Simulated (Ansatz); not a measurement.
Geometry optimisation, RKS revPBE-D4/def2-SVP in Ansatz.

The input (input.yaml):

```yaml
crystal:
  periodic: [false, false, false]
  atoms:
    - { symbol: Si, position_ang: [-0.732049, 1.237884, -0.500347] }
    - { symbol: C, position_ang: [0.604557, -1.266768, 0.942798] }
    - { symbol: H, position_ang: [-1.77446, 0.162314, -0.636255] }
    - { symbol: H, position_ang: [-0.363503, 1.430837, 0.9409] }
    - { symbol: H, position_ang: [-1.328795, 2.526229, -0.999856] }
    - { symbol: H, position_ang: [1.040991, -0.616033, 0.188732] }
    - { symbol: O, position_ang: [0.659367, 0.880576, -1.478591] }
    - { symbol: H, position_ang: [-0.48069, -1.386105, 0.780217] }
    - { symbol: H, position_ang: [1.086995, -2.262004, 0.894425] }
    - { symbol: H, position_ang: [0.773626, -0.827806, 1.940819] }
    - { symbol: H, position_ang: [0.513763, 0.120775, -2.073041] }
basis:
  gaussian: { orbitals: def2-SVP }
hamiltonian:
  xc: revpbe
  dispersion: d4
relax:
  f_tol: 0.03
  max_steps: 50
output:
  orbitals: {}
```

Command:

```bash
$ ansatz run input.yaml --threads 2 --pin off --max-ram 3072MiB --backend cpu --events-out ev --progress --plain --runs-dir out
```

Q: Where does it end, and by what steps?

A: The run converged. The force dipped under the threshold on the way, but the program's further checks kept it going. After 25 steps the energy has fallen by 0.160 eV; H4 moved furthest, 1.51 Å.

```tsv
step	energy less start (eV)	largest force component (eV/Å)	accepted
0	0.0000	0.792	yes
1	-0.1125	0.636	yes
2	-0.1297	0.169	yes
3	-0.1330	0.171	yes
4	-0.1397	0.123	yes
5	-0.1461	0.252	yes
6	-0.1138	0.606	no
7	-0.1505	0.257	yes
8	-0.1529	0.208	yes
9	-0.1542	0.036	yes
10	-0.1547	0.025	yes
11	-0.1550	0.030	yes
12	-0.1552	0.045	yes
13	-0.1555	0.044	yes
14	-0.1561	0.057	yes
15	-0.1563	0.115	yes
16	-0.1567	0.080	yes
17	-0.1574	0.034	yes
18	-0.1574	0.086	no
19	-0.1580	0.027	yes
20	-0.1584	0.038	yes
21	-0.1587	0.034	yes
22	-0.1590	0.045	yes
23	-0.1592	0.039	yes
24	-0.1595	0.039	yes
25	-0.1597	0.028	yes
```

```xyz
11
Properties=species:S:1:pos:R:3
Si -0.960 1.723 -0.752
C 0.795 -1.801 1.086
H -1.915 0.641 -0.311
H -0.806 2.744 0.334
H -1.538 2.379 -1.982
H 0.877 -0.856 0.516
O 0.597 1.120 -1.034
H -0.271 -2.027 1.281
H 1.246 -2.631 0.507
H 1.330 -1.697 2.051
H 0.643 0.406 -1.695
```

The run took 23 s on 2 threads of Intel(R) Xeon(R) Platinum 8488C (Sapphire Rapids), with other jobs on the host, peak memory 0.14 GiB.
